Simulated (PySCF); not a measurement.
**C4H4F2 (SMILES F/C=C\C=C/F) at 5 levels**

Wanted: a comparison of 5 runs (HF/def2-SVP, B3LYP/STO-3G, B3LYP/6-31G*, PBE0/def2-SVP, PBE/aug-cc-pVDZ) of C4H4F2. Input form: a Python script.

Program for the calculation: PySCF 2.14.0.

### 1 Starting point

The species is C4H4F2 (10 atoms), meant as a singlet with charge 0. SMILES: `F/C=C\C=C/F`. Geometry: relaxed at PBE0-D4/def2-TZVP. This is one conformer, not always the lowest.

Bond lengths: F1–C2 1.337 Å, C2–C3 1.327 Å, C3–C4 1.443 Å, C4–C5 1.327 Å, C5–F6 1.337 Å, C2–H7 1.083 Å, C3–H8 1.083 Å, C4–H9 1.083 Å, C5–H10 1.083 Å. Some angles: F1–C2–C3 122.2°, C2–C3–C4 124.4°, C3–C4–C5 124.4°, C4–C5–F6 122.2°, F1–C2–H7 112.5°, C3–C2–H7 125.3°, C2–C3–H8 116.7°, C4–C3–H8 118.9°, C3–C4–H9 118.9°, C5–C4–H9 116.7°.

### 2 Energy and gradient at HF/def2-SVP (run 1)

Contents of input.py:

```python
from pyscf import gto

mol = gto.M(
    atom='''
F    1.945000  -1.258400   0.915000
C    1.434900  -0.040700   1.126000
C    0.352300   0.391600   0.491200
C   -0.387200  -0.379400  -0.478600
C   -1.469900   0.052700  -1.113300
F   -1.980000   1.270500  -0.902300
H    2.000700   0.524600   1.855700
H    0.016000   1.393000   0.730000
H   -0.050800  -1.380800  -0.717500
H   -2.035800  -0.512500  -1.842800
''',
    charge=0,
    verbose=4,
    max_memory=1860,
    basis='def2-svp',
)

mf = mol.RHF()
mf.conv_tol = 1e-10
mf.kernel()
if not mf.converged:
    mf = mf.newton().run(mf.mo_coeff, mf.mo_occ)

energy = mf.e_tot
print('Final energy', energy)
grad = mf.nuc_grad_method().kernel()
mf.analyze()
```

Started as:

```bash
OMP_NUM_THREADS=1 python input.py
```

Standard output:

```text
PySCF version 2.14.0

[... 96 lines left out ...]
MO #9   energy= -1.10116361048639  occ= 2
[... 18 lines left out ...]
MO #28  energy= 0.249957217362984  occ= 0
[... 18 lines left out ...]
MO #47  energy= 0.904595815694406  occ= 0
[... 18 lines left out ...]
MO #66  energy= 1.87901664781498   occ= 0
[... 18 lines left out ...]
MO #85  energy= 2.77569263019792   occ= 0
[... 18 lines left out ...]
MO #104 energy= 4.28284534595754   occ= 0
[... 117 lines left out ...]
Dipole moment(X, Y, Z, Debye):  0.00044, -0.00054,  0.00019
```

Wall time 23 s (1 thread of Intel Xeon at 2.50GHz (Skylake/Cascade Lake), shared host); peak memory 0.23 GiB.

### 3 Energy and gradient at B3LYP/STO-3G (run 2)

Contents of job.py:

```python
import pyscf.grad
from pyscf import gto, dft

molecule = gto.M(
    atom='''
F      1.945000    -1.258400     0.915000
C      1.434900    -0.040700     1.126000
C      0.352300     0.391600     0.491200
C     -0.387200    -0.379400    -0.478600
C     -1.469900     0.052700    -1.113300
F     -1.980000     1.270500    -0.902300
H      2.000700     0.524600     1.855700
H      0.016000     1.393000     0.730000
H     -0.050800    -1.380800    -0.717500
H     -2.035800    -0.512500    -1.842800
''',
    charge=0,
    basis='sto-3g',
    verbose=4,
    max_memory=1860,
)

mf = dft.RKS(molecule)
mf.xc = 'b3lyp'
mf.conv_tol = 1e-10
mf.grids.level = 5
mf.kernel()
if not mf.converged:
    mf = mf.newton().run(mf.mo_coeff, mf.mo_occ)

energy = mf.e_tot
print(f'total energy: {energy:.8f} hartree')
grad = mf.Gradients().kernel()
dip = mf.dip_moment()
pop, q = mf.mulliken_pop()
```

Started as:

```bash
OMP_NUM_THREADS=1 python job.py
```

Standard output:

```text
PySCF version 2.14.0

[... 78 lines left out ...]
converged SCF energy = -349.639063682309
total energy: -349.63906368 hartree
[... 12 lines left out ...]
Dipole moment(X, Y, Z, Debye):  0.00035, -0.00034,  0.00021
[... 45 lines left out ...]
charge of    9H =      0.08022
```

Wall time 33 s (1 thread of Intel Xeon at 2.50GHz (Skylake/Cascade Lake), shared host); peak memory 0.4 GiB.

Runs 3 to 4 aren't shown in full; the table further down has their settings and results.

### 4 Energy and gradient at PBE/aug-cc-pVDZ (run 5)

Contents of calc.py:

```python
from pyscf import gto, dft

molecule = gto.M(
    atom='''
F        1.945000      -1.258400       0.915000
C        1.434900      -0.040700       1.126000
C        0.352300       0.391600       0.491200
C       -0.387200      -0.379400      -0.478600
C       -1.469900       0.052700      -1.113300
F       -1.980000       1.270500      -0.902300
H        2.000700       0.524600       1.855700
H        0.016000       1.393000       0.730000
H       -0.050800      -1.380800      -0.717500
H       -2.035800      -0.512500      -1.842800
''',
    verbose=4,
    charge=0,
    basis='aug-cc-pvdz',
    spin=0,
    max_memory=1860,
)

myscf = dft.RKS(molecule)
myscf.xc = 'pbe'
myscf.grids.level = 5
myscf.conv_tol = 1e-10
myscf.kernel()
if not myscf.converged:
    myscf = myscf.newton().run(myscf.mo_coeff, myscf.mo_occ)

e_tot = myscf.e_tot
print(f'total energy: {e_tot:.8f} hartree')
grad = myscf.nuc_grad_method().kernel()
dip = myscf.dip_moment()
pop, q = myscf.mulliken_pop()
```

Started as:

```bash
OMP_NUM_THREADS=1 python calc.py
```

Standard output:

```text
PySCF version 2.14.0

[... 83 lines left out ...]
converged SCF energy = -354.121484833548
total energy: -354.12148483 hartree
[... 12 lines left out ...]
Dipole moment(X, Y, Z, Debye):  0.00040, -0.00046,  0.00016
[... 185 lines left out ...]
charge of    9H =     -0.54320
```

It took 4 min on 1 thread of Intel Xeon at 2.50GHz (Skylake/Cascade Lake), shared host; peak memory 2.3 GiB.

### 5 All runs side by side

```
run                               level  integration grid  energy (Eh)  dipole moment (D)  HOMO energy (eV)  LUMO energy (eV)  wall time
  1                         HF/def2-SVP                 –  -352.348066               0.00             -9.06              3.13       23 s
  2                        B3LYP/STO-3G                 5  -349.639064               0.00             -3.46              2.19       33 s
  3  B3LYP/6-31G* (spherical functions)                 5  -354.450292               0.00             -6.06             -0.49       80 s
  4                       PBE0/def2-SVP                 5  -353.821054               0.00             -6.61             -0.66       85 s
  5                     PBE/aug-cc-pVDZ                 5  -354.121485               0.00             -5.67             -1.82      4 min
```

### 6 What came out

| quantity | value |
| --- | --- |
| run 5: total energy | -354.12148 Eh |
| run 5: dipole moment | 0.00 D |
| run 5: HOMO energy | -5.67 eV |
| run 5: LUMO energy | -1.82 eV |
| run 5: HOMO–LUMO gap | 3.85 eV |
| run 5: largest force on an atom | 1.134 eV/Å |

The HOMO–LUMO gap runs from 3.85 eV (PBE/aug-cc-pVDZ) to 12.20 eV (HF/def2-SVP). The two ends differ in method and basis. Totals of different functionals can't be ranked against each other. In run 2 the basis is minimal, so the values are rough. All runs together took 7.7 min, the longest 4 min.
